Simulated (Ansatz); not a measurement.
**BNH (quartet): wave-function methods side by side at scale of all distances = 1.771, 6-31G**

Aim: climb from Hartree-Fock through coupled cluster and multireference methods for BNH (quartet) at one geometry and basis, and see what each rung misses.

Program: Ansatz 0.2.0, Gaussian basis. Level of theory: 6-31G, core rule «outside noble gas», up to 2 orbitals frozen. These are calculated values, not measurements.

Plan: UHF; CCSD(T) on ROHF; CCSD(T) on UHF; BCCD(T) on ROHF; CISD as a restricted active space (open shells left free, so some higher excitations enter); CCSDT(Q) on ROHF; CCSDT(Q) on UHF; CCSDTQ on ROHF; CASSCF and MRCISD+Q, 5 electrons in 5 orbitals; CASSCF and NEVPT2, 5 electrons in 5 orbitals; CASSCF and MRCISD+Q, 9 electrons in 9 orbitals; CASSCF and NEVPT4(SD), 9 electrons in 9 orbitals; CASSCF and NEVPT2, 9 electrons in 9 orbitals; Full CI.

16 further runs of the same task are left out: 8 that didn't finish, 8 set aside as unsound or not needed. Runs told in other sessions of the task aren't counted.

## (1) What is computed

The geometry derives from a PBE0/def2-TZVP stationary point (not a proven minimum). All distances are scaled together.

3 atoms, charge 0, spin multiplicity 4.

Atoms are counted from 1 here; the program's logs count them from 0.

No contacts short enough for the rule that draws bonds.

As a file:

```xyz
3
charge 0, multiplicity 4
B     0.00000   -0.32804    1.36893
N     0.00000    0.15483   -1.24859
H     0.00000    1.36687    2.66792
```

## (2) UHF

in.yaml

```yaml
crystal:
  periodic: [false, false, false]
  atoms:
    - {symbol: B, position_ang: [0.000000, -0.328037, 1.368930]}
    - {symbol: N, position_ang: [0.000000, 0.154832, -1.248589]}
    - {symbol: H, position_ang: [0.000000, 1.366870, 2.667925]}
basis:
  gaussian: {orbitals: 6-31G}
magnetization: {spin_polarized: true, initial_magnetization: 3}
hamiltonian: {xc: hf}
output: {orbitals: {seedname: orbitals}}
```

Command:

```
$ ansatz run in.yaml --threads 1 --pin off --events-out ev --progress --plain --max-ram 2393MiB
```

The runs that follow: CCSD(T) on ROHF; CCSD(T) on UHF; BCCD(T) on ROHF; CISD as a restricted active space (open shells left free, so some higher excitations enter); CCSDT(Q) on ROHF; CCSDT(Q) on UHF; CCSDTQ on ROHF; CASSCF and MRCISD+Q, 5 electrons in 5 orbitals; CASSCF and NEVPT2, 5 electrons in 5 orbitals; CASSCF and MRCISD+Q, 9 electrons in 9 orbitals; CASSCF and NEVPT4(SD), 9 electrons in 9 orbitals; CASSCF and NEVPT2, 9 electrons in 9 orbitals; Full CI.

**Question.** What will the summary of the whole plan be? Wanted: FCI from the RHF energy; RMP2 from FCI; UMP2 from FCI; RCCSD from FCI; RCCSD(T) from FCI; UCCSD(T) from FCI; RCCSDT(Q) from FCI; UCCSDT(Q) from FCI; NEVPT2 pair from FCI.

As calculated:

| quantity | value |
| --- | --- |
| FCI from the ROHF energy | -3.6013 eV |
| RMP2 from FCI | +1376.4 meV |
| UMP2 from FCI | +1464.6 meV |
| RCCSD from FCI | +79.0 meV |
| RCCSD(T) from FCI | +24.7 meV |
| UCCSD(T) from FCI | +29.5 meV |
| RCCSDT(Q) from FCI | +0.6 meV |
| UCCSDT(Q) from FCI | -3.0 meV |
| NEVPT2 pair from FCI | +921.9 meV |
| NEVPT2 valence from FCI | +437.7 meV |
| NEVPT4(SD) valence from FCI | +61.9 meV |
| levels within 1 kcal/mol (43 meV) | RCCSD(T), UCCSD(T), BCCD(T), RCCSDT, UCCSDT, RCCSDT(Q), UCCSDT(Q), RCCSDTQ, MRCISD valence, MRCISD+Q valence |
| T1 diagnostic | 0.039 |
| effectively unpaired electrons | 3.31 |

**Reading.** RCCSD(T) misses by +24.7 meV, 0.7 % of the correlation energy. UCCSDT(Q) falls below full CI: unrestricted runs freeze a spin-polarised core, another one than full CI's, and coupled cluster isn't variational. The occupations show static correlation (3.31 effectively unpaired electrons where one determinant has 3). Of the multireference levels listed MRCISD+Q valence comes nearest in total energy (+12.1 meV), which doesn't show that its space is the better one. These misses are within one basis, not against nature; the frozen cores of restricted and unrestricted runs differ, which can shift their rows.

Levels on UHF freeze UHF's core orbitals, full CI those of ROHF, so the U rows can settle a little off it for that reason alone.

With open shells the CI space here admits some higher excitations, so it is larger than plain CISD.
